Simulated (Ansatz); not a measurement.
A nudged elastic band was laid between two geometries of H$_{6}$NPSi (9 atoms, charge 0, multiplicity 1).

Method: Ansatz 0.2.0, RKS PBE-D4/def2-TZVP.

```
movable images  : 8
climbing image  : no
spring          : 5.0 eV/Å²
optimiser       : quadratic models (default)
start path      : through a guess of the saddle point
force threshold : 0.05 eV/Å
iteration limit : 60
end points      : relaxed
```

Initial state:

```xyz
9
Properties=species:S:1:pos:R:3
Si -0.454 0.666 -0.858
N 0.875 -0.086 -0.026
P 0.776 -1.088 1.369
H -1.423 -0.368 -1.339
H 0.101 1.429 -2.019
H -1.199 1.595 0.052
H 1.824 0.076 -0.345
H -0.293 -1.964 0.968
H -0.118 -0.306 2.182
```

Final state:

```xyz
9
Properties=species:S:1:pos:R:3
Si -0.550 0.773 -1.029
N 0.497 -0.083 0.071
P -0.114 -1.186 1.239
H -1.510 -0.189 -1.647
H 0.331 1.385 -2.070
H -1.344 1.866 -0.379
H 1.470 0.207 0.129
H 0.398 -0.629 2.463
H 0.911 -2.191 1.206
```

What changes between the two ends?

No bond is made or broken. The dihedral H7–N2–P3–H9 goes from 132 to -49°.

What energy profile does the band end with?

The run converged. The highest image is number 5 of 0 to 9, 0.268 eV above the first end and 0.221 eV above the last; the last end lies 0.047 eV above the first. No image climbed, so the highest image needn't sit at the top of the path.

| image | path coordinate (Å) | energy (eV) | dihedral H7–N2–P3–H9 (°) |
| --- | --- | --- | --- |
| 0 | 0.00 | 0.000 | 132 |
| 1 | 0.68 | 0.011 | 130 |
| 2 | 1.37 | 0.054 | 143 |
| 3 | 2.05 | 0.134 | 163 |
| 4 | 2.73 | 0.218 | -173 |
| 5 | 3.42 | 0.268 | -140 |
| 6 | 4.10 | 0.162 | -79 |
| 7 | 4.78 | 0.068 | -53 |
| 8 | 5.47 | 0.049 | -46 |
| 9 | 6.15 | 0.047 | -49 |

What is the geometry of the highest image?


```xyz
9
Properties=species:S:1:pos:R:3
Si -0.468 0.890 -0.875
N 0.595 -0.192 -0.020
P 0.293 -0.743 1.618
H -1.809 0.237 -0.977
H 0.125 1.103 -2.230
H -0.669 2.228 -0.223
H 1.587 -0.094 -0.224
H 1.224 -1.838 1.605
H -0.791 -1.637 1.308
```

The run took 3.4 min on 2 threads of AMD EPYC 7R43 64-Core Processor (Zen 3), on a shared host, peak memory 0.17 GiB.
